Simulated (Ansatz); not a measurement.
C$_{2}$H$_{4}$O$_{2}$ (`COC=O`): measurement beside calculation (Ansatz, PBE0-D4/def2-TZVP geometry).

Z-matrix (Å, degrees):
```
C
O 1 1.427
H 1 1.091 2 110.5
H 1 1.087 2 105.9 3 119.7
H 1 1.091 2 110.5 3 -120.5
C 2 1.330 1 115.2 3 60.3
O 6 1.196 2 125.8 1 0.0
H 6 1.100 2 109.2 1 180.0
```

Measured: 1.77 D (permanent dipole moment of the ground state). Source: Electron Scattering from Methyl Formate (HCOOCH3): A Joint Theoretical and Experimental Study, 2023 (pmc:10510396).

```json
{"functional (def2-TZVPP)": "PBE", "dipole (D)": "1.89", "error (D)": "0.12"}
{"functional (def2-TZVPP)": "r2SCAN", "dipole (D)": "1.94", "error (D)": "0.17"}
{"functional (def2-TZVPP)": "B3LYP", "dipole (D)": "1.92", "error (D)": "0.15"}
{"functional (def2-TZVPP)": "ωB97M-V", "dipole (D)": "1.90", "error (D)": "0.13"}
```

The measured dipole is a vibrational average; the computed one belongs to the fixed geometry.

Measured: 10.84 ± 0.02 eV (ionisation energy: first ionisation energy). Source: Proton affinities and ion enthalpies, 2017 (pmc:6134689).

```csv
level,vertical IE (eV),minus measured (eV)
PBE-D4/def2-TZVPP,10.81,-0.03
r2SCAN-D4/def2-TZVPP,10.81,-0.03
PBE0-D4/def2-TZVPP,10.93,0.09
B3LYP-D4/def2-TZVPP,11.04,0.20
ωB97X-V/def2-TZVPP,11.01,0.17
ωB97M-V/def2-TZVPP,11.01,0.17
B2PLYP/def2-TZVPP,11.05,0.21
HF/def2-TZVPP,9.59,-1.25
MP2/def2-TZVPP,11.43,0.59
CCSD/def2-TZVPP,10.97,0.13
CCSD(T)/def2-TZVPP,11.04,0.20
HF/def2-QZVPP,9.59,-1.25
MP2/def2-QZVPP,11.54,0.70
HF/CBS(def2),9.59,-1.25
MP2/CBS(def2),11.62,0.78
CCSD/CBS(def2),11.16,0.32
CCSD(T)/CBS(def2),11.23,0.39
"−ε(HOMO), LDA (SPW92)",6.85,-3.99
"−ε(HOMO), PBE",6.65,-4.19
"−ε(HOMO), revPBE",6.57,-4.27
"−ε(HOMO), BLYP",6.57,-4.27
"−ε(HOMO), r2SCAN",6.99,-3.85
"−ε(HOMO), B97M-V",7.14,-3.70
"−ε(HOMO), PBE0",8.35,-2.49
"−ε(HOMO), B3LYP",8.10,-2.74
"−ε(HOMO), r2SCANh",7.63,-3.21
"−ε(HOMO), r2SCAN0",8.60,-2.24
"−ε(HOMO), HSE06",7.93,-2.91
"−ε(HOMO), BHLYP",10.02,-0.82
"−ε(HOMO), CAM-B3LYP",9.86,-0.98
"−ε(HOMO), LC-ωPBE",11.17,0.33
"−ε(HOMO), ωB97X-V",10.85,0.01
"−ε(HOMO), ωB97M-V",10.80,-0.04
```

Computed values are vertical and leave out zero-point energy and spin–orbit coupling, so an adiabatic measurement lies lower by the cation's relaxation.

Measured: 132 ± 4 cm⁻¹ (nu18 (a''), CH3 torsion fundamental, average of rotational maxima, Raman jet spectroscopy); 312 cm⁻¹ (nu17 (a'), C-O-C bend, stated first component of asymmetric double peak (312; 315), Raman jet spectroscopy); 332 ± 4 cm⁻¹ (nu16 (a''), C-O-C=O torsion, average of rotational maxima, Raman jet spectroscopy); 769 cm⁻¹ (nu15 (a'), O=C-O bend minus C-O-C bend, Raman jet spectroscopy); 928 cm⁻¹ (nu14 (a'), in-phase C-O and O-C stretch, Raman jet spectroscopy); 1024 ± 4 cm⁻¹ (nu13 (a''), out-of-plane C-H bend, average of rotational maxima, Raman jet spectroscopy); 1167 cm⁻¹ (nu12 (a''), out-of-plane CH3 wag, overlapping nu11, Raman jet spectroscopy); 1210 cm⁻¹ (nu10 (a'), out-of-phase C-O and O-C stretch plus in-plane CH3 wag, Raman jet spectroscopy); 1370 cm⁻¹ (nu9 (a'), in-plane C-H bend, Raman jet spectroscopy); 1438 cm⁻¹ (nu8 (a'), CH3 umbrella, Raman jet spectroscopy); 1452 ± 4 cm⁻¹ (nu7 (a''), asymmetric CH3 bend, average of rotational maxima, Raman jet spectroscopy); 1465 cm⁻¹ (nu6 (a'), symmetric CH3 bend, Raman jet spectroscopy). Source: Quantifying Conformational Isomerism in Chain Molecules by Linear Raman Spectroscopy: The Case of Methyl Esters, 2021 (pmc:8348275).

Harmonic PBE0-D4 wavenumbers (cm⁻¹, unscaled): 132, 303, 350, 786, 970, 1050, 1176, 1193, 1256, 1398, 1465, 1480, 1492, 1833, 3054, 3070, 3148, 3184. Fundamentals include anharmonicity and usually lie a few per cent under these; harmonic values from spectra compare directly.

Enthalpy of formation at 298 K: -85.0 kcal/mol (zero for an element's reference state; older measured values of the G2 set, as listed by Staroverov and co-workers, J. Chem. Phys. 119, 12129, 2003). With their computed zero-point and thermal terms and the atoms' enthalpies of Curtiss and co-workers (1997) it gives an electronic atomization energy of 784.6 kcal/mol.

| level | atomization (kcal/mol) | error | error per bond |
| --- | --- | --- | --- |
| LDA (SPW92) | 921.7 | 137.1 | 19.6 |
| PBE-D4 | 813.7 | 29.0 | 4.1 |
| revPBE-D4 | 789.5 | 4.9 | 0.7 |
| BLYP-D4 | 792.6 | 7.9 | 1.1 |
| r2SCAN-D4 | 789.8 | 5.1 | 0.7 |
| B97M-V | 785.8 | 1.2 | 0.2 |
| PBE0-D4 | 788.3 | 3.7 | 0.5 |
| B3LYP-D4 | 785.9 | 1.2 | 0.2 |
| r2SCANh-D4 | 781.5 | -3.2 | -0.5 |
| r2SCAN0-D4 | 769.5 | -15.1 | -2.2 |
| HSE06-D4 | 789.1 | 4.5 | 0.6 |
| BHLYP-D4 | 750.4 | -34.2 | -4.9 |
| CAM-B3LYP-D4 | 790.2 | 5.6 | 0.8 |
| ωB97X-V | 787.1 | 2.5 | 0.4 |
| ωB97M-V | 788.3 | 3.7 | 0.5 |
| B2PLYP | 779.8 | -4.8 | -0.7 |
| PBE-QIDH | 779.1 | -5.5 | -0.8 |
| PBE | 811.2 | 26.6 | 3.8 |
| revPBE | 780.3 | -4.3 | -0.6 |
| BLYP | 787.0 | 2.4 | 0.3 |
| r2SCAN | 789.2 | 4.6 | 0.7 |
| PBE0 | 786.3 | 1.7 | 0.2 |
| B3LYP | 782.0 | -2.6 | -0.4 |
| r2SCANh | 780.9 | -3.8 | -0.5 |
| r2SCAN0 | 768.8 | -15.8 | -2.3 |
| HSE06 | 787.3 | 2.7 | 0.4 |
| BHLYP | 747.9 | -36.7 | -5.2 |
| CAM-B3LYP | 788.2 | 3.6 | 0.5 |
| LC-ωPBE | 786.4 | 1.8 | 0.3 |
| HF/def2-TZVPP | 547.0 | -237.6 | -33.9 |
| MP2/def2-TZVPP | 785.6 | 1.0 | 0.1 |
| SCS-MP2/def2-TZVPP | 777.8 | -6.8 | -1.0 |
| CCSD/def2-TZVPP | 749.9 | -34.7 | -5.0 |
| CCSD(T)/def2-TZVPP | 764.7 | -19.9 | -2.8 |
| HF/def2-QZVPP | 548.0 | -236.6 | -33.8 |
| MP2/def2-QZVPP | 797.8 | 13.2 | 1.9 |
| SCS-MP2/def2-QZVPP | 791.5 | 6.8 | 1.0 |
| HF/CBS(def2) | 548.2 | -236.4 | -33.8 |
| MP2/CBS(def2) | 806.3 | 21.6 | 3.1 |
| CCSD/CBS(def2) | 770.6 | -14.1 | -2.0 |
| CCSD(T)/CBS(def2) | 785.4 | 0.7 | 0.1 |

Functionals use def2-TZVPP; B3LYP here is the variant with VWN-RPA as its local correlation; programs differ in this. The calculations leave out spin–orbit coupling, scalar relativity and, for the correlated methods, core correlation; together these are worth up to about 1 kcal/mol a heavy atom. HSE06 is defined as in plane-wave codes. CBS adds triple-zeta CCSD(T) − MP2 to the MP2 limit. T1 = 0.015.
